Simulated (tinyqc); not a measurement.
Worked calculation: ROHF in the sto-3g basis, for H2O+, spin multiplicity 2. One step of it, computed by the program tinyqc.

Problem. Iteration 2: diagonalisation and new density. Diagonalise F' = X^T F X, C = X C', fill 5 alpha and 4 beta electrons from the bottom; D(s) = C_occ C_occ^T. Each column has its largest component positive (the first on a tie).

effective F (hartree), order 1O 1s, 1O 2s, 1O 2px, 1O 2py, 1O 2pz, 2H 1s, 3H 1s:
```
[[-19.954405, -5.114191, 0.000000, -0.000212, -0.008448, -0.633295, -0.617669],
 [-5.114191, -2.476428, 0.000000, -0.000601, -0.127741, -0.654692, -0.642592],
 [0.000000, 0.000000, -0.425466, 0.000000, 0.000000, 0.000000, 0.000000],
 [-0.000212, -0.000601, 0.000000, -0.197249, 0.001597, -0.240247, 0.237546],
 [-0.008448, -0.127741, 0.000000, 0.001597, -0.467086, -0.226605, -0.224200],
 [-0.633295, -0.654692, 0.000000, -0.240247, -0.226605, -0.491429, -0.175104],
 [-0.617669, -0.642592, 0.000000, 0.237546, -0.224200, -0.175104, -0.486839]]
```

X, order 1O 1s, 1O 2s, 1O 2px, 1O 2py, 1O 2pz, 2H 1s, 3H 1s:
```
[[1.023183, -0.132527, 0.000000, -0.000121, -0.004775, 0.016568, 0.016285],
 [-0.132527, 1.109195, 0.000000, 0.001275, 0.042538, -0.177657, -0.173500],
 [0.000000, 0.000000, 1.000000, 0.000000, 0.000000, 0.000000, 0.000000],
 [-0.000121, 0.001275, 0.000000, 1.054986, 0.000559, -0.147235, 0.144728],
 [-0.004775, 0.042538, 0.000000, 0.000559, 1.020733, -0.086773, -0.085073],
 [0.016568, -0.177657, 0.000000, -0.147235, -0.086773, 1.084252, -0.035976],
 [0.016285, -0.173500, 0.000000, 0.144728, -0.085073, -0.035976, 1.081252]]
```

Give: F' = X^T F X; orbital energies; coefficients C; D(alpha) after iteration 2; D(beta) after iteration 2.

Solution.

F' = X^T F X (hartree):
```
[[-19.5837, -2.6462, 0.0000, -0.0006, -0.0151, -0.0518, -0.0489],
 [-2.6462, -1.4936, 0.0000, 0.0014, -0.0571, -0.2722, -0.2663],
 [0.0000, 0.0000, -0.4255, 0.0000, 0.0000, 0.0000, 0.0000],
 [-0.0006, 0.0014, 0.0000, -0.0857, 0.0027, -0.2120, 0.2089],
 [-0.0151, -0.0571, 0.0000, 0.0027, -0.4228, -0.1529, -0.1503],
 [-0.0518, -0.2722, 0.0000, -0.2120, -0.1529, -0.2875, -0.0433],
 [-0.0489, -0.2663, 0.0000, 0.2089, -0.1503, -0.0433, -0.2898]]
```

orbital energies (hartree): [-19.9636, -1.2796, -0.5024, -0.4737, -0.4255, -0.0865, 0.1427]

coefficients C, order 1O 1s, 1O 2s, 1O 2px, 1O 2py, 1O 2pz, 2H 1s, 3H 1s:
```
[[0.9941, -0.2457, 0.0889, 0.0027, 0.0000, 0.0918, -0.0024],
 [0.0247, 0.9260, -0.4154, -0.0139, 0.0000, -0.5294, 0.0146],
 [0.0000, 0.0000, 0.0000, 0.0000, 1.0000, 0.0000, 0.0000],
 [0.0000, -0.0001, -0.0134, 0.4782, 0.0000, 0.0172, 0.9625],
 [0.0018, 0.1495, 0.8159, 0.0191, 0.0000, -0.6081, 0.0144],
 [-0.0041, 0.1136, 0.2654, 0.5449, 0.0000, 0.6947, -0.6124],
 [-0.0040, 0.1118, 0.2897, -0.5323, 0.0000, 0.7143, 0.5822]]
```

D(alpha) after iteration 2, order 1O 1s, 1O 2s, 1O 2px, 1O 2py, 1O 2pz, 2H 1s, 3H 1s:
```
[[1.0566, -0.2399, 0.0000, 0.0002, 0.0377, -0.0069, -0.0072],
 [-0.2399, 1.0308, 0.0000, -0.0011, -0.2008, -0.0127, -0.0096],
 [0.0000, 0.0000, 1.0000, 0.0000, 0.0000, 0.0000, 0.0000],
 [0.0002, -0.0011, 0.0000, 0.2289, -0.0018, 0.2570, -0.2584],
 [0.0377, -0.2008, 0.0000, -0.0018, 0.6885, 0.2440, 0.2429],
 [-0.0069, -0.0127, 0.0000, 0.2570, 0.2440, 0.3803, -0.2005],
 [-0.0072, -0.0096, 0.0000, -0.2584, 0.2429, -0.2005, 0.3798]]
```

D(beta) after iteration 2, order 1O 1s, 1O 2s, 1O 2px, 1O 2py, 1O 2pz, 2H 1s, 3H 1s:
```
[[1.0566, -0.2399, 0.0000, 0.0002, 0.0377, -0.0069, -0.0072],
 [-0.2399, 1.0308, 0.0000, -0.0011, -0.2008, -0.0127, -0.0096],
 [0.0000, 0.0000, 0.0000, 0.0000, 0.0000, 0.0000, 0.0000],
 [0.0002, -0.0011, 0.0000, 0.2289, -0.0018, 0.2570, -0.2584],
 [0.0377, -0.2008, 0.0000, -0.0018, 0.6885, 0.2440, 0.2429],
 [-0.0069, -0.0127, 0.0000, 0.2570, 0.2440, 0.3803, -0.2005],
 [-0.0072, -0.0096, 0.0000, -0.2584, 0.2429, -0.2005, 0.3798]]
```
